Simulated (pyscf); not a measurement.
Structures and frequencies: ωB97X-D3(BJ)/def2-SVP in PySCF. Correlated levels are frozen-core, on RHF or UHF. ΔMP2 is the change of the MP2 total energy from the triple- to the quadruple-zeta basis.

**Question.** Estimate by transition-state theory the rate constant of SeH• (SMILES [SeH]) + SiH₄ (SMILES [SiH4]) → H₃Si–SeH (SMILES [SiH3][SeH]) + H• (SMILES [H]) (doublet surface; H–Si broken, Se–Si formed) at 298 K, with CCSD(T)/def2-TZVPP + ΔMP2(QZVPP) energies (ideal gas, 1 atm, RRHO with modes under 100 cm⁻¹ raised to 100, one conformer, R ln 2 for rigid chiral ones; no tunnelling).

**Answer.** The electronic barrier is 20.0 kcal/mol and the thermal terms add +6.7, so ΔG‡ = 26.7 kcal/mol. With k_BT/h = 6.21e+12 s⁻¹ and RT = 0.592 kcal/mol, and a volume of 4.06e-20 cm³ per molecule at 1 atm, k = 7.0e-27 cm³ molecule⁻¹ s⁻¹. Wigner's tunnelling factor for 301i cm⁻¹ would be 1.09. A shift of 1 kcal/mol in the barrier changes k by a factor 5.4. This is the saddle that the search found; another between the same sides may lie lower. The angle at the attacked Si is 61° (front-side attack). The CCSD(T) − MP2 part came from Ansatz, without density fitting, on the same reference. The frozen core leaves the outer d or s,p core shells of the metals and heavy elements correlated in the MP2 and CC values, and def2-TZVPP describes them poorly, which can shift differences by a few kcal/mol. Left out: orbital degeneracy and the spin-orbit lowering of SeH, which is large for Br, Se, Te and I. Elements up to Kr have no core potential and no relativistic terms here.
